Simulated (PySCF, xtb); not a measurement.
Protons, H atoms and electrons added to or taken from [SiH4]. Isolated molecules, 0 K electronic values unless said otherwise. Strings in code marks are SMILES.

Quantity: bond dissociation enthalpy (X–H) at 298 K, in kJ/mol. HF references are unrestricted for open shells and restricted for singlets. Enthalpy corrections at 298 K come from GFN2-xTB frequencies (xtb).

Level 1: PBE-D3(BJ)/def2-TZVP // CAM-B3LYP-D3(BJ)/def2-TZVP (PySCF)
Level 2: SVWN5/6-31G* // CAM-B3LYP-D3(BJ)/def2-TZVP (PySCF)
Level 3: HF/6-31G* // CAM-B3LYP-D3(BJ)/def2-TZVP (PySCF)
Level 4: HF/STO-3G // CAM-B3LYP-D3(BJ)/def2-TZVP (PySCF)

```tsv
species	level 1	level 2	level 3	level 4
H atom removed from Si1: `[SiH3]`	364.1	403.8	299.2	433.7
```
